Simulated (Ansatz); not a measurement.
Process, species as SMILES: FOF + H+ → F[OH+]F
B3LYP-D3(BJ)/def2-TZVP geometries, fixed; electronic energies without zero-point terms; positive where energy is released.
Largest species:
```xyz
4

F     -0.0223     1.1178    -0.2910
O      0.1853    -0.0026     0.5040
F     -0.0746    -1.1175    -0.2833
H     -0.6103     0.0182     1.1366
```
Charge +1, spin multiplicity 1.

How fast the proton affinity converges with the basis for several methods (Ansatz, a first-principles code): deviation from each method's own reference, in kcal/mol. References: CCSD(T) 114.03 kcal/mol, Hartree-Fock in aug-cc-pVQZ plus the correlation part extrapolated as X^-3 from aug-cc-pVTZ and aug-cc-pVQZ; HF 114.89 kcal/mol, the value in pcseg-4; MP2 110.84 kcal/mol, Hartree-Fock in aug-cc-pVQZ plus the correlation part extrapolated as X^-3 from aug-cc-pVTZ and aug-cc-pVQZ; PBE 115.62 kcal/mol, the value in pcseg-4; PBE0 115.13 kcal/mol, the value in pcseg-4; wB97M-V 112.51 kcal/mol, the value in pcseg-4. Cartesian d functions, on some or all atoms, in 6-31G**; all else is spherical. In correlated methods cores are frozen. A restricted Hartree-Fock determinant is unstable towards unrestricted orbitals. The proton sits at the site shown, which need not be the one that binds it best. No added dispersion term, no relativity. Functionals ending in -V hold VV10 correlation. 

| basis | functions | CCSD(T) | HF | MP2 | PBE | PBE0 | wB97M-V |
|---|---|---|---|---|---|---|---|
| STO-3G | 16 | 62.94 | 51.52 | 66.88 | 53.17 | 49.91 | 53.92 |
| 3-21G | 29 | -2.08 | -12.02 | -2.21 | -1.82 | -6.24 | -4.48 |
| def2-SV(P) | 44 | -7.99 | -12.68 | -7.95 | -5.26 | -8.20 | -7.02 |
| def2-SVP | 47 | 2.23 | -5.20 | 1.87 | 0.69 | -1.77 | -0.83 |
| pcseg-1 | 47 | -3.93 | -10.14 | -5.03 | -5.26 | -7.32 | -6.77 |
| 6-31G** | 50 | 5.21 | -0.95 | 4.99 | 5.20 | 2.77 | 3.58 |
| def2-TZVP | 99 | -0.16 | -1.53 | -0.69 | -0.79 | -1.15 | -1.07 |
| aug-cc-pVQZ | 286 | 0.58 | -0.05 | 0.44 | -0.06 | -0.06 | -0.06 |
